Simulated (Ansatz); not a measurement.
Saddle point of C2H10Si, closed shell (C₂H₈Si (CC[SiH3]) + H₂ → C₂H₆ (CC) + SiH₄; bonds formed: Si1–H8, C2–H7; bonds broken: Si1–C2, H7–H8), PBE0-D4/def2-TZVP structure:

```
atom    x (Å)    y (Å)    z (Å)
 Si1  -0.6171   0.7823   1.0733
  C2   0.1458  -0.8556  -0.1472
  C3   0.4369  -0.2409  -1.5024
  H4  -1.7577   0.7670   0.0670
  H5  -0.0715   2.1527   0.8823
  H6  -1.3011   0.4281   2.3433
  H7   0.6470  -0.2323   0.9557
  H8   0.8662   0.4209   1.8700
  H9   0.9215  -1.5880   0.1263
 H10  -0.8067  -1.3892  -0.1003
 H11  -0.3460   0.4654  -1.7895
 H12   1.3901   0.2938  -1.4959
 H13   0.4927  -1.0042  -2.2826
```

Energies are electronic, without zero-point energy. Barriers and step energies count from the start structure reached by relaxing down the imaginary mode; all methods use the PBE0-D4 structures, on which another method's saddle can fall below an end. Program: Ansatz 0.2.0. Basis: def2-TZVPP, with def2-QZVPP for the basis limit. Cores are frozen in the correlated methods. B3LYP uses VWN-RPA correlation. Extrapolation: Hartree–Fock as exp(−7.88 √X), correlation as X^−2.97.

| method | barrier (kJ/mol) | step energy (kJ/mol) |
| --- | --- | --- |
| SPW92 | 230.2 | -29.6 |
| PBE-D4 | 265.0 | -30.1 |
| BLYP-D4 | 289.1 | -32.8 |
| r2SCAN-D4 | ? | -31.6 |
| B97M-V | 280.4 | -37.8 |
| PBE0-D4 | 279.6 | -33.2 |
| B3LYP-D4 | 298.5 | -36.1 |
| r2SCAN0-D4 | 288.9 | -33.9 |
| BHLYP-D4 | 316.6 | -40.6 |
| CAM-B3LYP-D4 | 304.1 | -39.1 |
| wB97X-V | 303.5 | -35.3 |
| wB97M-V | ? | -32.8 |
| B2PLYP | 306.5 | -38.3 |
| PBE-QIDH | 296.2 | -33.9 |
| RPA on PBE | 306.8 | -36.9 |
| HF | 366.6 | -55.2 |
| MP2 | ? | -29.5 |
| CCSD | 315.3 | -39.2 |
| CCSD(T) | 307.1 | -35.4 |

(1) Fill in the withheld barriers. (An estimate is asked for; the value comes from the calculation.)

No T1 diagnostic of these runs exceeds 0.011. The end structure is not quite a true minimum (one mode of 47i cm⁻¹).

Answers

(1) By the calculation: r2SCAN-D4 278.8; MP2 306.6; wB97M-V 299.7 kJ/mol. Each is the energy of the saddle less that of the start structure, by the same method.

For comparison, the barrier by CCSD(T) at an estimated basis limit (MP2 extrapolated from triple and quadruple zeta, plus CCSD(T) − MP2 in triple zeta) is 304.6 kJ/mol.

For scale, one of the runs: CCSD(T)/def2-TZVPP, 244 basis functions, launched by `ansatz run in.yaml --threads 4 --pin off --events-out ev --progress --plain --max-ram 9574MiB`. Hardware: 4 CPU threads of an Intel Xeon Platinum 8488C, shared host. Wall time 37 s; peak host memory 4.8 GiB.
